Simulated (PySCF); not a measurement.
H2O2, charge +1, doublet, at the geometry of the source list (a state made from the parent by changing its charge; the spin is typed, not shown lowest); MP2/cc-pVTZ (PySCF).

The PySCF input:
```python
from pyscf import gto, scf, mp

mol = gto.Mole()
mol.atom = '''
    O    -0.63540000    0.00540000    0.31800000
    O     0.63520000    0.01270000   -0.31820000
    H    -1.23890000   -0.02600000   -0.43600000
    H     1.23910000    0.00790000    0.43620000
'''
mol.basis = 'cc-pvtz'
mol.charge = 1
mol.spin = 1
mol.verbose = 4
mol.build()

mf = scf.UHF(mol)
mf.kernel()

pt = mp.MP2(mf)
pt.kernel()
print('E(MP2) = %.10f' % pt.e_tot)
mf.analyze()
```

It wrote (shortened):

```
PySCF version 2.14.0

[INPUT] verbose = 4
[INPUT] num. atoms = 4
[INPUT] num. electrons = 17
[INPUT] charge = 1
[INPUT] spin (= nelec alpha-beta = 2S) = 1
[INPUT] symmetry False subgroup None
[INPUT] Mole.unit = angstrom
[INPUT] Symbol           X                Y                Z      unit          X                Y                Z       unit  Magmom
[...]
nuclear repulsion = 37.3048080088715
number of shells = 30
number of NR pGTOs = 116
number of NR cGTOs = 88
basis = cc-pvtz
ecp = {}

******** <class 'pyscf.scf.uhf.UHF'> ********
method = UHF
initial guess = minao
damping factor = 0
level_shift factor = 0
DIIS = <class 'pyscf.scf.diis.CDIIS'>
diis_start_cycle = 1
diis_space = 8
diis_damp = 0
SCF conv_tol = 1e-09
SCF conv_tol_grad = None
SCF max_cycles = 50
direct_scf = True
direct_scf_tol = 1e-13
number electrons alpha = 9  beta = 8
Set gradient conv threshold to 3.16228e-05
init E= -150.74110347962

cycle= 1 E= -150.379143269222  delta_E= 0.362  |g|= 0.419  |ddm|= 1.07
cycle= 2 E= -150.450363064185  delta_E= -0.0712  |g|= 0.161  |ddm|= 0.297
cycle= 3 E= -150.458511308502  delta_E= -0.00815  |g|= 0.0363  |ddm|= 0.0724
cycle= 4 E= -150.459485259842  delta_E= -0.000974  |g|= 0.0121  |ddm|= 0.0321
cycle= 5 E= -150.459632508827  delta_E= -0.000147  |g|= 0.00391  |ddm|= 0.0133
cycle= 6 E= -150.459650701385  delta_E= -1.82e-05  |g|= 0.00145  |ddm|= 0.00507
cycle= 7 E= -150.459653879268  delta_E= -3.18e-06  |g|= 0.000554  |ddm|= 0.00205
cycle= 8 E= -150.459654388696  delta_E= -5.09e-07  |g|= 0.000202  |ddm|= 0.000989
cycle= 9 E= -150.459654418202  delta_E= -2.95e-08  |g|= 0.000108  |ddm|= 0.000214
cycle= 10 E= -150.459654424458  delta_E= -6.26e-09  |g|= 1.68e-05  |ddm|= 9e-05
cycle= 11 E= -150.459654424796  delta_E= -3.38e-10  |g|= 7.37e-06  |ddm|= 2.15e-05
Extra cycle  E= -150.459654424899  delta_E= -1.03e-10  |g|= 6.42e-06  |ddm|= 7.09e-06
converged SCF energy = -150.459654424899  <S^2> = 0.77332207  2S+1 = 2.0231877

******** <class 'pyscf.mp.ump2.UMP2'> ********
nocc = (np.int64(9), np.int64(8)), nmo = (88, 88)
E(UMP2) = -150.97089124986  E_corr = -0.511236824961027
E(SCS-UMP2) = -150.959439268162  E_corr = -0.499784843262572
E_corr(same-spin) = -0.131191553873839
E_corr(oppo-spin) = -0.380045271087188
E(MP2) = -150.9708912499
**** SCF Summaries ****
Total Energy =                        -150.459654424899441
Nuclear Repulsion Energy =              37.304808008871468
One-electron Energy =                 -274.958770727425701
Two-electron Energy =                   87.194308293654771
Two-electron Coulomb Energy =          103.882361097225754
DFT Exchange-Correlation Energy =      -16.688052803570983
**** MO energy ****
                             alpha | beta                alpha | beta
[...]
To work with the spin densities directly, `use mulliken_meta_spin()` only printing them here.

 ** Mulliken spin pop alpha/beta on meta-lowdin orthogonal AOs **
 ** Mulliken Spin Density (per AO)  **
spin_pop of  0 O 1s       -0.00000
spin_pop of  0 O 2s        0.02161
spin_pop of  0 O 3s        0.00018
spin_pop of  0 O 4s       -0.00004
spin_pop of  0 O 2px       0.00331
spin_pop of  0 O 2py       0.49793
spin_pop of  0 O 2pz      -0.00054
spin_pop of  0 O 3px       0.00052
spin_pop of  0 O 3py       0.00356
spin_pop of  0 O 3pz       0.00085
spin_pop of  0 O 4px      -0.00000
spin_pop of  0 O 4py      -0.00035
spin_pop of  0 O 4pz      -0.00003
spin_pop of  0 O 3dxy     -0.00098
spin_pop of  0 O 3dyz     -0.00031
spin_pop of  0 O 3dz^2     0.00008
spin_pop of  0 O 3dxz     -0.00000
spin_pop of  0 O 3dx2-y2   -0.00027
spin_pop of  0 O 4dxy     -0.00007
spin_pop of  0 O 4dyz     -0.00002
spin_pop of  0 O 4dz^2     0.00001
spin_pop of  0 O 4dxz      0.00000
spin_pop of  0 O 4dx2-y2    0.00005
spin_pop of  0 O 4f-3     -0.00009
spin_pop of  0 O 4f-2      0.00000
spin_pop of  0 O 4f-1     -0.00001
spin_pop of  0 O 4f+0      0.00000
spin_pop of  0 O 4f+1     -0.00000
spin_pop of  0 O 4f+2     -0.00007
spin_pop of  0 O 4f+3     -0.00005
spin_pop of  1 O 1s       -0.00000
spin_pop of  1 O 2s        0.02162
spin_pop of  1 O 3s        0.00018
spin_pop of  1 O 4s       -0.00004
spin_pop of  1 O 2px       0.00323
spin_pop of  1 O 2py       0.49831
spin_pop of  1 O 2pz      -0.00066
spin_pop of  1 O 3px       0.00052
spin_pop of  1 O 3py       0.00356
spin_pop of  1 O 3pz       0.00085
spin_pop of  1 O 4px      -0.00000
spin_pop of  1 O 4py      -0.00035
spin_pop of  1 O 4pz      -0.00003
spin_pop of  1 O 3dxy     -0.00098
spin_pop of  1 O 3dyz     -0.00031
spin_pop of  1 O 3dz^2     0.00008
spin_pop of  1 O 3dxz     -0.00000
spin_pop of  1 O 3dx2-y2   -0.00027
spin_pop of  1 O 4dxy     -0.00007
spin_pop of  1 O 4dyz     -0.00002
spin_pop of  1 O 4dz^2     0.00001
spin_pop of  1 O 4dxz      0.00000
spin_pop of  1 O 4dx2-y2    0.00005
spin_pop of  1 O 4f-3     -0.00009
spin_pop of  1 O 4f-2      0.00000
spin_pop of  1 O 4f-1     -0.00001
spin_pop of  1 O 4f+0      0.00000
spin_pop of  1 O 4f+1     -0.00000
spin_pop of  1 O 4f+2     -0.00007
spin_pop of  1 O 4f+3     -0.00005
spin_pop of  2 H 1s       -0.02439
spin_pop of  2 H 2s       -0.00084
spin_pop of  2 H 3s       -0.00006
spin_pop of  2 H 2px       0.00002
spin_pop of  2 H 2py      -0.00022
spin_pop of  2 H 2pz      -0.00008
spin_pop of  2 H 3px       0.00000
spin_pop of  2 H 3py       0.00017
spin_pop of  2 H 3pz      -0.00003
spin_pop of  2 H 3dxy      0.00001
spin_pop of  2 H 3dyz      0.00003
spin_pop of  2 H 3dz^2    -0.00001
spin_pop of  2 H 3dxz      0.00002
spin_pop of  2 H 3dx2-y2    0.00000
spin_pop of  3 H 1s       -0.02440
spin_pop of  3 H 2s       -0.00084
spin_pop of  3 H 3s       -0.00006
spin_pop of  3 H 2px       0.00002
spin_pop of  3 H 2py      -0.00022
spin_pop of  3 H 2pz      -0.00008
spin_pop of  3 H 3px       0.00000
spin_pop of  3 H 3py       0.00017
spin_pop of  3 H 3pz      -0.00003
spin_pop of  3 H 3dxy      0.00001
spin_pop of  3 H 3dyz      0.00003
spin_pop of  3 H 3dz^2    -0.00001
spin_pop of  3 H 3dxz      0.00002
spin_pop of  3 H 3dx2-y2    0.00000
 ** Mulliken Spin Density (per atom)  **
spin density of  0 O =      0.52529
spin density of  1 O =      0.52547
spin density of  2 H =     -0.02537
spin density of  3 H =     -0.02538
 ** Mulliken pop alpha/beta on meta-lowdin orthogonal AOs **
 ** Mulliken pop       alpha | beta **
In total             9.00000 | 8.00000
 ** Mulliken atomic charges   ( Nelec_alpha | Nelec_beta ) **
charge of  0O =      0.03547  (     4.24491      3.71962 )
charge of  1O =      0.03555  (     4.24496      3.71949 )
charge of  2H =      0.46448  (     0.25507      0.28045 )
charge of  3H =      0.46450  (     0.25506      0.28044 )

WARN: System has nonzero charge 1; the dipole moment is origin-dependent.
Location of origin: [0. 0. 0.]

Dipole moment(X, Y, Z, Debye):  0.00065, -0.03255,  0.00029
```
